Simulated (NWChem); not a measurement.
Program: NWChem. System: H2S, charge 0, spin multiplicity 3, at the geometry of a parent with another charge or spin, in a state set for the comparison that need not be this species' ground state. Its SCF solution wasn't tested for a lower state. Level: UHF/def2-TZVP.

Job file:

```
start mol
memory heap 200 mb stack 800 mb global 1000 mb
geometry units angstroms nocenter noautoz
  S      0.000000     0.000000     0.105588
  H     -0.973994     0.000000    -0.844700
  H      0.973994     0.000000    -0.844700
  symmetry group C2v
end
basis spherical
  * library def2-tzvp
end
scf
  uhf
  nopen 2
  maxiter 100
  thresh 1e-7
  semidirect memsize 60000000 filesize 0
  # guess.movecs holds the orbitals of an unrestricted PBE0 run
  vectors input guess.movecs output mol.movecs
end
task scf energy
```

Part of the output:

```
             Northwest Computational Chemistry Package (NWChem) 7.3.0
             --------------------------------------------------------

                                NWChem Input Module
                                -------------------

 Scaling coordinates for geometry "geometry" by  1.889725989
 (inverse scale =  0.529177249)

 Turning off AUTOSYM since
 SYMMETRY directive was detected!

                             Geometry "geometry" -> ""
                             -------------------------

 Output coordinates in angstroms (scale by  1.889725989 to convert to a.u.)

  No.       Tag          Charge          X              Y              Z
 ---- ---------------- ---------- -------------- -------------- --------------
    1 S                   16.0000     0.00000000     0.00000000     0.10558800
    2 H                    1.0000    -0.97399400     0.00000000    -0.84470000
    3 H                    1.0000     0.97399400     0.00000000    -0.84470000

 Effective nuclear repulsion energy (a.u.)      12.7157812366

            Nuclear Dipole moment (a.u.)
            ----------------------------
        X                 Y               Z
 ---------------- ---------------- ----------------
     0.0000000000     0.0000000000     0.0000151178

      Symmetry information
      --------------------

 Group name             C2v
 Group number             16
 Group order               4
 No. of unique centers     2

      Symmetry unique atoms

     1    2


 Summary of "ao basis" -> "" (spherical)
 ------------------------------------------------------------------------------
       Tag                 Description            Shells   Functions and Types
 ---------------- ------------------------------  ------  ---------------------
 *                         def2-tzvp                  on all atoms

 Summary of "ao basis" -> "ao basis" (spherical)
 ------------------------------------------------------------------------------
       Tag                 Description            Shells   Functions and Types
 ---------------- ------------------------------  ------  ---------------------
 S                         def2-tzvp                13       37   5s5p2d1f
 H                         def2-tzvp                 4        6   3s1p

                                 NWChem SCF Module
                                 -----------------

  ao basis        = "ao basis"
  functions       =    49
  atoms           =     3
  alpha electrons =    10
  beta  electrons =     8
  charge          =   0.00
  wavefunction    = UHF
  use symmetry    = T
  symmetry adapt  = T

 Summary of "ao basis" -> "ao basis" (spherical)
 ------------------------------------------------------------------------------
       Tag                 Description            Shells   Functions and Types
 ---------------- ------------------------------  ------  ---------------------
 S                         def2-tzvp                13       37   5s5p2d1f
 H                         def2-tzvp                 4        6   3s1p

      Symmetry analysis of basis
      --------------------------

        a1         21
        a2          4
        b1         14
        b2         10

 Forming initial guess at       0.0s

   Symmetry analysis of molecular orbitals - initial alpha
   -------------------------------------------------------

  Numbering of irreducible representations:

     1 a1          2 a2          3 b1          4 b2

  Orbital symmetries:

     1 a1          2 a1          3 b2          4 b1          5 a1
     6 a1          7 b1          8 a1          9 b2         10 b1
    11 a1         12 b1         13 a1         14 b2         15 a2
    16 a1         17 b2         18 a1         19 b1         20 a1

   Symmetry analysis of molecular orbitals - initial beta
   ------------------------------------------------------

  Numbering of irreducible representations:

     1 a1          2 a2          3 b1          4 b2

  Orbital symmetries:

     1 a1          2 a1          3 a1          4 b2          5 b1
     6 a1          7 b1          8 a1          9 b2         10 a1
    11 b1         12 b1         13 a1         14 a1         15 b2
    16 a1         17 b2         18 a2         19 b1         20 a1

 Starting SCF solution at       0.1s

 ----------------------------------------------
         Quadratically convergent UHF

 Convergence threshold     :          1.000E-07
 Maximum no. of iterations :          100
 Integral*density screening:          1.000E-09
 ----------------------------------------------

              iter       energy          gnorm     gmax       time
             ----- ------------------- --------- --------- --------
                 1     -398.5107375753  5.41D-01  2.44D-01      0.2
                 2     -398.5179048676  5.16D-02  1.10D-02      0.2
                 3     -398.5185516242  1.97D-03  6.33D-04      0.3
                 4     -398.5185533226  1.91D-06  5.47D-07      0.3
                 5     -398.5185533226  3.54D-09  1.27D-09      0.4

       Final UHF  results
       ------------------

         Total SCF energy =   -398.518553322628
      One electron energy =   -575.209656587593
      Two electron energy =    163.975322028339
 Nuclear repulsion energy =     12.715781236627

                       Sz =      1.0000
                 Sz(Sz+1) =      2.0000
                      S^2 =      2.0244

        Time for solution =      0.3s

       Symmetry analysis of molecular orbitals - alpha
       -----------------------------------------------

  Numbering of irreducible representations:

     1 a1          2 a2          3 b1          4 b2
[...]
    16 a2         17 b2         18 a1         19 b1         20 a1

       Symmetry analysis of molecular orbitals - beta
       ----------------------------------------------

  Numbering of irreducible representations:

     1 a1          2 a2          3 b1          4 b2

  Orbital symmetries:

     1 a1          2 a1          3 a1          4 b1          5 b2
     6 a1          7 b1          8 a1          9 b2         10 a1
    11 b1         12 b1         13 a1         14 b2         15 a1
    16 a1         17 b2         18 a2         19 b1         20 a1

          Final alpha eigenvalues
          -----------------------

              1
    1  -92.0335
    2   -9.0310
    3   -6.7278
    4   -6.7145
    5   -6.7054
    6   -1.0546
    7   -0.6429
    8   -0.5670
    9   -0.5022
   10   -0.1716
   11    0.1075
   12    0.2830
   13    0.3165
   14    0.3678
   15    0.4111
   16    0.4405
   17    0.4577
   18    0.4733
   19    0.4863
   20    0.6656

          Final beta eigenvalues
          ----------------------

              1
    1  -92.0208
    2   -9.0180
    3   -6.7023
    4   -6.6929
    5   -6.6838
    6   -0.9392
    7   -0.5642
    8   -0.4874
    9   -0.0127
   10    0.1465
   11    0.1797
   12    0.3036
   13    0.3700
   14    0.4423
   15    0.4602
   16    0.4936
   17    0.5343
   18    0.5439
   19    0.5587
   20    0.7269

                    UHF Final Alpha Molecular Orbital Analysis
                    ------------------------------------------

 Vector    8  Occ=1.000000D+00  E=-5.669816D-01  Symmetry=a1
              MO Center= -8.8D-16,  5.1D-16, -9.9D-03, r^2= 1.6D+00
   Bfn.  Coefficient  Atom+Function         Bfn.  Coefficient  Atom+Function
  ----- ------------  ---------------      ----- ------------  ---------------
    17      0.403226  1 S  pz                 5      0.324072  1 S  s
     4      0.242051  1 S  s                 14      0.194348  1 S  pz
    20      0.193929  1 S  pz                39     -0.192831  2 H  s
    45     -0.192831  3 H  s                  3     -0.164871  1 S  s
     8     -0.154793  1 S  pz

 Vector    9  Occ=1.000000D+00  E=-5.022391D-01  Symmetry=b2
              MO Center=  1.6D-15,  4.6D-16,  6.9D-02, r^2= 1.3D+00
   Bfn.  Coefficient  Atom+Function         Bfn.  Coefficient  Atom+Function
  ----- ------------  ---------------      ----- ------------  ---------------
    16      0.590910  1 S  py                19      0.316092  1 S  py
    13      0.249141  1 S  py                 7     -0.197055  1 S  py

 Vector   10  Occ=1.000000D+00  E=-1.716381D-01  Symmetry=b1
              MO Center=  2.2D-14, -3.2D-16, -2.0D-01, r^2= 2.7D+00
   Bfn.  Coefficient  Atom+Function         Bfn.  Coefficient  Atom+Function
  ----- ------------  ---------------      ----- ------------  ---------------
    18      0.849771  1 S  px                40      0.802903  2 H  s
    46     -0.802903  3 H  s                 15      0.323660  1 S  px
    39      0.267582  2 H  s                 45     -0.267582  3 H  s
    12      0.169033  1 S  px                29     -0.162333  1 S  d  1

 Vector   11  Occ=0.000000D+00  E= 1.074546D-01  Symmetry=a1
              MO Center= -5.5D-15,  5.1D-17, -5.7D-01, r^2= 4.6D+00
   Bfn.  Coefficient  Atom+Function         Bfn.  Coefficient  Atom+Function
  ----- ------------  ---------------      ----- ------------  ---------------
     5      1.331721  1 S  s                 40     -1.112754  2 H  s
    46     -1.112754  3 H  s                 20     -0.862183  1 S  pz
    17     -0.187613  1 S  pz                 3     -0.160940  1 S  s

 Vector   12  Occ=0.000000D+00  E= 2.829890D-01  Symmetry=b1
              MO Center= -5.7D-16, -2.5D-30, -7.1D-01, r^2= 5.1D+00
   Bfn.  Coefficient  Atom+Function         Bfn.  Coefficient  Atom+Function
  ----- ------------  ---------------      ----- ------------  ---------------
    40      1.315358  2 H  s                 46     -1.315358  3 H  s
    39     -0.656995  2 H  s                 45      0.656995  3 H  s
    15      0.308964  1 S  px                18     -0.205483  1 S  px

 Vector   13  Occ=0.000000D+00  E= 3.165367D-01  Symmetry=a1
              MO Center=  4.7D-14, -5.9D-15, -4.2D-01, r^2= 3.2D+00
   Bfn.  Coefficient  Atom+Function         Bfn.  Coefficient  Atom+Function
  ----- ------------  ---------------      ----- ------------  ---------------
    20      0.784098  1 S  pz                39      0.666294  2 H  s
    45      0.666294  3 H  s                 40     -0.423478  2 H  s
    46     -0.423478  3 H  s                 30      0.345197  1 S  d  2
     5     -0.201814  1 S  s                 17     -0.191571  1 S  pz

                     UHF Final Beta Molecular Orbital Analysis
                     -----------------------------------------

 Vector    6  Occ=1.000000D+00  E=-9.391811D-01  Symmetry=a1
              MO Center= -1.3D-16,  1.1D-16, -2.4D-01, r^2= 1.0D+00
   Bfn.  Coefficient  Atom+Function         Bfn.  Coefficient  Atom+Function
  ----- ------------  ---------------      ----- ------------  ---------------
     4      0.611542  1 S  s                  3     -0.423321  1 S  s
     5      0.364175  1 S  s

 Vector    7  Occ=1.000000D+00  E=-5.641676D-01  Symmetry=b1
              MO Center=  3.0D-15, -3.1D-16, -4.0D-01, r^2= 1.4D+00
   Bfn.  Coefficient  Atom+Function         Bfn.  Coefficient  Atom+Function
  ----- ------------  ---------------      ----- ------------  ---------------
    15      0.392548  1 S  px                39     -0.191668  2 H  s
    45      0.191668  3 H  s                 12      0.179046  1 S  px

 Vector    8  Occ=1.000000D+00  E=-4.873985D-01  Symmetry=a1
              MO Center= -1.7D-15, -2.3D-15,  2.6D-01, r^2= 1.4D+00
   Bfn.  Coefficient  Atom+Function         Bfn.  Coefficient  Atom+Function
  ----- ------------  ---------------      ----- ------------  ---------------
    17      0.437230  1 S  pz                 4      0.291603  1 S  s
     5      0.261378  1 S  s                 20      0.259116  1 S  pz
    14      0.210230  1 S  pz                 3     -0.190442  1 S  s
     8     -0.164386  1 S  pz

 Vector    9  Occ=0.000000D+00  E=-1.268870D-02  Symmetry=b2
              MO Center= -8.5D-17, -1.4D-15,  5.5D-02, r^2= 2.0D+00
   Bfn.  Coefficient  Atom+Function         Bfn.  Coefficient  Atom+Function
  ----- ------------  ---------------      ----- ------------  ---------------
    19      0.611403  1 S  py                16      0.345660  1 S  py
    13      0.206958  1 S  py                 7     -0.156234  1 S  py

 Vector   10  Occ=0.000000D+00  E= 1.464734D-01  Symmetry=a1
              MO Center= -1.2D-15,  5.1D-16, -7.5D-01, r^2= 4.8D+00
   Bfn.  Coefficient  Atom+Function         Bfn.  Coefficient  Atom+Function
  ----- ------------  ---------------      ----- ------------  ---------------
     5      1.361258  1 S  s                 40     -1.206697  2 H  s
    46     -1.206697  3 H  s                 20     -0.823259  1 S  pz
     3     -0.168160  1 S  s

 Vector   11  Occ=0.000000D+00  E= 1.797229D-01  Symmetry=b1
              MO Center=  1.6D-14, -4.2D-16, -4.1D-01, r^2= 4.0D+00
   Bfn.  Coefficient  Atom+Function         Bfn.  Coefficient  Atom+Function
  ----- ------------  ---------------      ----- ------------  ---------------
    40      1.377072  2 H  s                 46     -1.377072  3 H  s
    18      1.285009  1 S  px                12      0.172353  1 S  px

 center of mass
 --------------
 x =   0.00000000 y =   0.00000000 z =   0.09303298

 moments of inertia (a.u.)
 ------------------
           6.114655699933           0.000000000000           0.000000000000
           0.000000000000          12.943156388186           0.000000000000
           0.000000000000           0.000000000000           6.828500688253

  Mulliken analysis of the total density
  --------------------------------------

    Atom       Charge   Shell Charges
 -----------   ------   -------------------------------------------------------
    1 S   16    15.98   2.01  0.49  1.48  1.09  0.78  4.17  1.70  0.85  2.14  0.99  0.09  0.19  0.01
    2 H    1     1.01   0.24  0.54  0.21  0.02
    3 H    1     1.01   0.24  0.54  0.21  0.02

  Mulliken analysis of the alpha density
  --------------------------------------

    Atom       Charge   Shell Charges
 -----------   ------   -------------------------------------------------------
    1 S   16     8.70   1.00  0.24  0.74  0.55  0.40  2.11  0.83  0.53  1.41  0.67  0.06  0.14  0.01
    2 H    1     0.65   0.14  0.33  0.17  0.01
    3 H    1     0.65   0.14  0.33  0.17  0.01

   Mulliken analysis of the beta density
   -------------------------------------

    Atom       Charge   Shell Charges
 -----------   ------   -------------------------------------------------------
    1 S   16     7.27   1.00  0.24  0.74  0.54  0.38  2.07  0.86  0.31  0.73  0.32  0.02  0.04  0.00
    2 H    1     0.36   0.10  0.21  0.04  0.01
    3 H    1     0.36   0.10  0.21  0.04  0.01

   Mulliken analysis of the spin density
   -------------------------------------

    Atom       Charge   Shell Charges
 -----------   ------   -------------------------------------------------------
    1 S   16     1.43   0.00  0.00 -0.00  0.02  0.02  0.04 -0.03  0.22  0.67  0.36  0.04  0.10  0.00
    2 H    1     0.29   0.04  0.12  0.13  0.00
    3 H    1     0.29   0.04  0.12  0.13  0.00

       Multipole analysis of the density wrt the origin
       ------------------------------------------------

     L   x y z        total         alpha         beta         nuclear
     -   - - -        -----         -----         ----         -------
     0   0 0 0     -0.000000    -10.000000     -8.000000     18.000000

     1   1 0 0     -0.000000     -0.000000     -0.000000      0.000000
     1   0 1 0      0.000000     -0.000000      0.000000      0.000000
     1   0 0 1     -0.130549      0.136381     -0.266945      0.000015

     2   2 0 0    -12.012598    -12.292687     -6.495394      6.775483
     2   1 1 0      0.000000      0.000000      0.000000      0.000000
     2   1 0 1      0.000000      0.000000      0.000000      0.000000
     2   0 2 0    -10.139281     -7.191004     -2.948277      0.000000
     2   0 1 1      0.000000      0.000000      0.000000      0.000000
     2   0 0 2    -12.467615    -11.573353     -6.627310      5.733049

 Task  times  cpu:        0.4s     wall:        0.4s

 Total times  cpu:        0.4s     wall:        0.4s
```
